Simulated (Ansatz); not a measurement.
System: C$_{3}$H$_{3}$, charge 0, doublet. C3H3 (SMILES C(#[C])C, doublet).
B3LYP-D3(BJ)/def2-TZVP minimum from Ansatz (a first-principles code):
```
C
H 1 1.0921
H 1 1.0921 2 109.45
H 1 1.0948 2 107.59 3 -116.62
C 1 1.4493 2 111.24 4 -120.05
C 5 1.2489 1 163.28 2 118.85
```
Charge 0, spin multiplicity 2.

Total energies in cc-pVDZ, 15 correlated electrons, 3 frozen orbitals. UHF or UKS for unpaired electrons; spin-orbit terms are left out. Cores are frozen in correlated methods. No relativity. The UHF reference of C3H3 ([C]#CC, doublet) is spin-contaminated (<S^2> up to 0.09 over the pure value in the sets run). The determinant of C3H3 ([C]#CC, doublet) is a saddle point of the SCF energy; a lower one exists, which strains HF and MP2.

```json
[
 {"method": "HF", "program": "Ansatz", "energy (Eh)": "-115.18943", "minus CCSDT(Q) (mEh)": "420.13"},
 {"method": "MP2", "program": "Ansatz", "energy (Eh)": "-115.55466", "minus CCSDT(Q) (mEh)": "54.90"},
 {"method": "CCSD", "program": "Ansatz", "energy (Eh)": "-115.59024", "minus CCSDT(Q) (mEh)": "19.31"},
 {"method": "CCSD(T)", "program": "Ansatz", "energy (Eh)": "-115.60687", "minus CCSDT(Q) (mEh)": "2.68"},
 {"method": "CCSDT(Q)", "program": "Ansatz", "energy (Eh)": "-115.60955", "minus CCSDT(Q) (mEh)": "0.00"}
]
```

Rough core times of Ansatz's runs on a shared machine: CCSD(T) 40 s, CCSDT(Q) 4 min.
